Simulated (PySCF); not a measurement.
Chlorothioborine, BClS.
SMILES: `B(Cl)=S`

Computed with PySCF at B3LYP/def2-SVPD, non-relativistic, on one gas-phase PBE0-D3(BJ)/def2-SVP geometry that isn't relaxed in the solvent. The solvent is an IEF-PCM continuum (cavity from Bondi-type radii × 1.2), and excitations are vertical TDDFT with non-equilibrium linear response and a frozen core. Specific hydrogen bonds and non-electrostatic terms are outside this model.

Gas-phase singlets (H = HOMO, L = LUMO):

| state | E (eV) | λ (nm) | f | leading configurations |
| --- | --- | --- | --- | --- |
| S1 | 5.274 | 235 | 0.000 | H→L+1 48%, H-1→L 48% |
| S2 | 5.447 | 228 | 0.000 | H-1→L 49%, H→L+1 49% |
| S3 | 5.447 | 228 | 0.000 | H-1→L+1 49%, H→L 49% |
| S4 | 6.527 | 190 | 0.028 | H-1→L+2 96% |
| S5 | 6.527 | 190 | 0.028 | H→L+2 96% |

How does the list change in dichloromethane (ε = 8.93)?

```tsv
state	E (eV)	λ (nm)	f	leading configurations	change by rank (eV)
S1	5.349	232	0.000	H→L+1 46%, H-1→L 46%	+0.075
S2	5.500	225	0.000	H-1→L+1 48%, H→L 48%	+0.053
S3	5.500	225	0.000	H-1→L 48%, H→L+1 48%	+0.053
S4	6.631	187	0.044	H-1→L+2 54%, H→L+2 45%	+0.104
S5	6.631	187	0.044	H→L+2 54%, H-1→L+2 45%	+0.104
```

Give the list for dimethylsulfoxide (ε = 46.83), n² = 2.19.

| state | E (eV) | λ (nm) | f | leading configurations | change by rank (eV) |
| --- | --- | --- | --- | --- | --- |
| S1 | 5.363 | 231 | 0.000 | H→L 37%, H-1→L+1 37% | +0.089 |
| S2 | 5.511 | 225 | 0.000 | H→L+1 32%, H-1→L 32% | +0.064 |
| S3 | 5.511 | 225 | 0.000 | H-1→L+1 32%, H→L 32% | +0.064 |
| S4 | 6.650 | 186 | 0.047 | H-1→L+2 98% | +0.123 |
| S5 | 6.650 | 186 | 0.046 | H→L+2 98% | +0.123 |

How do the frontier levels move from gas to dimethylsulfoxide?

```csv
orbital,gas (eV),solvent (eV),change (eV)
LUMO+2,-0.60,-0.46,+0.14
LUMO+1,-1.23,-1.19,+0.04
LUMO,-1.23,-1.19,+0.04
HOMO,-8.07,-8.11,-0.04
HOMO-1,-8.07,-8.11,-0.04
HOMO-2,-10.84,-10.86,-0.02
HOMO-3,-11.06,-10.86,+0.20
```

The HOMO–LUMO gap goes from 6.84 to 6.91 eV. Rows go by rank; for HOMO-3 and HOMO-2 the atom shares or the degeneracy differ between the runs, so the row needn't follow one orbital.

Cost: about 4 s of CPU time on one thread; the machine was shared, so the figure is rough. This is the whole response run at B3LYP/def2-SVPD in dimethylsulfoxide, SCF included.
